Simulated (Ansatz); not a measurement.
**B₂H, quartet in 6-31G: errors against full CI**

Geometry: that of the B2H, doublet, kept fixed.

```yaml
atoms:
  - { symbol: B, position_ang: [0.0000, 0.0000, 0.1151] }
  - { symbol: B, position_ang: [0.0000, 0.0000, -1.4076] }
  - { symbol: H, position_ang: [0.0000, 0.0000, 1.2925] }
```

Basis 6-31G; Ansatz 0.2.0. Only valence electrons are correlated (noble-gas cores frozen), which leaves 7 electrons in 18 orbitals. Prefix R: restricted or restricted open-shell reference; prefix U: unrestricted. Active spaces: valence = (7e, 9o) chosen from the atoms' valence shells.

Full CI is exact within this basis and frozen core; it isn't the basis-set limit. The frozen core follows each run's orbitals, which can shift R against U totals by a few meV.

For open shells CISD and CISDTQ are restricted-active-space CI with the open shells as a complete middle space.

```
UHF ⟨S²⟩                          : 3.755
T1 diagnostic (RCCSD)             : 0.0214
largest doubles amplitude (RCCSD) : 0.097
T1 diagnostic (UCCSD)             : 0.0173
```

| level | E − E(RHF) (eV) |
| --- | --- |
| UHF | -0.0399 |
| RMP2 | -1.7639 |
| UMP2 | -1.7750 |
| RCCSD | -2.3237 |
| UCCSD | -2.3247 |
| RCCSD(T) | -2.3770 |
| UCCSD(T) | -2.3777 |

(1) Estimate how far full CI in 6-31G lies from RCCSD(T). The table doesn't fix it; the size of (T) and the diagnostics are the guide.

(1) Full CI in 6-31G lies 23 meV below RCCSD(T), which is 44 % of the (T) step (-53 meV). The diagnostics give no warning, yet the rest is a sizeable part of (T).

The other levels:

| level | E − E(full CI) (meV) | share of correlation (%) | wall time |
| --- | --- | --- | --- |
| CISD | 135 | 94.38 | 0.57 s |
| BCCD(T) | 24 | 99.00 | 0.3 s |
| RCCSDT | 6 | 99.77 | – |
| UCCSDT | 5 | 99.79 | – |
| CISDTQ | 2 | 99.91 | 3.9 s |
| RCCSDT(Q) | 1 | 99.94 | 1.5 s |
| UCCSDT(Q) | 1 | 99.96 | 1.4 s |
| RCCSDTQ | 0 | 99.99 | 10 s |
| UCCSDTQ | 0 | 100.01 | 10 s |
| CASSCF (valence space) | 673 | 71.98 | – |
| NEVPT2 (valence space) | 206 | 91.43 | 1.8 s |
| MRCISD (valence space) | 15 | 99.38 | – |
| MRCISD+Q (valence space) | 5 | 99.80 | 3 s |

The correlation energy at full CI, counted from RHF, is -2.400 eV. That run took 3.1 s on 1 thread of Arm Neoverse V2, shared host over 331,072 determinants.

Times hold each run's SCF and search for its determinant on a shared host, so for small cases they say little of a method's own cost; they ran on 1 thread of Arm Neoverse V2.

The full-CI state has the irrep A2 of C2v, in the program's axes (one component, if the state is degenerate).

Natural occupations of full CI about the gap: 1.966 1.957 0.994 0.978 0.978 0.031 0.031 0.028 0.013 0.006; effectively unpaired electrons, Σ n²(2−n)², 3.02.
